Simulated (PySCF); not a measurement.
**SiCl: relaxation and vibrations of the doublet**

Aim: relax SiCl as a doublet from a linear start, check by its vibrations whether the end is a minimum, and collect its spectrum and constants.

Computed with PySCF 2.14.0. Level: PBE0, basis Si def2-TZVP, Cl def2-TZVP, no relativity, density fitting.

## (1) The starting structure

2 atoms, charge 0, spin multiplicity 2.

Bond lengths: Si1–Cl2 2.257 Å.

Z-matrix (Å, degrees; charge 0 multiplicity 2):
```
Si
Cl 1 2.2570
```

## (2) Finding the electronic state

One driver script runs all steps and calls PySCF; scf.py shows how it sets up the SCF of each step. The optimiser is the driver's own. After this first run the driver tries any further starts and a stability analysis.

The input, scf.py:

```python
from pyscf import gto, scf, dft
mol = gto.M(atom='''
Si     0.000000     0.000000     0.000000
Cl     0.000000     0.000000     2.257000''',
    basis={'Si': 'def2-TZVP', 'Cl': 'def2-TZVP'},
    charge=0, spin=1)
mf = dft.UKS(mol, xc='PBE0')
mf.grids.atom_grid = (50, 194)
aux = {'Si': 'def2-universal-JKFIT', 'Cl': 'def2-universal-JKFIT'}
mf = mf.density_fit(auxbasis=aux)
mf.conv_tol = 1e-08
mf.diis_space = 10
mf.max_cycle = 60
mf.init_guess = 'minao'
mf.verbose = 4
mf.kernel()
```

Command:

```bash
> OMP_NUM_THREADS=2 python axn.py task.json out
```

Further steps of the session: Linear start, doublet: relaxation; Is it a minimum? Harmonic modes.

Before running it: what results should come out? Wanted: minimum; geometry; wavenumbers; dipole moment; highest occupied, lowest empty level; polar-tensor charge of Si1; zero-point energy; atomisation energy; ⟨S²⟩.

The runs gave:

| quantity | value |
| --- | --- |
| minimum | doublet, C∞v |
| geometry | Si–Cl 2.067 Å |
| wavenumbers (cm⁻¹) | 535 |
| dipole moment | 0.78 D |
| highest occupied, lowest empty level (either spin) | -5.19, -3.04 eV |
| polar-tensor charge of Si1 | +0.49 e |
| zero-point energy | 3.2 kJ/mol |
| entropy at 298.15 K | 232.8 J/(mol K) |
| atomisation energy (no zero-point energy) | 429 kJ/mol |
| ⟨S²⟩ | 0.758 |

**Reading.** The molecule stays C∞v, as typed, and the end point is a minimum. In the infrared the band at 535 cm⁻¹ leads. Most of the spin sits on Si1 (Mulliken spin 0.96, against 1 for the whole molecule). Other starts or spin states, not run here, may lie lower. The SCF density has lower symmetry than the nuclear frame.
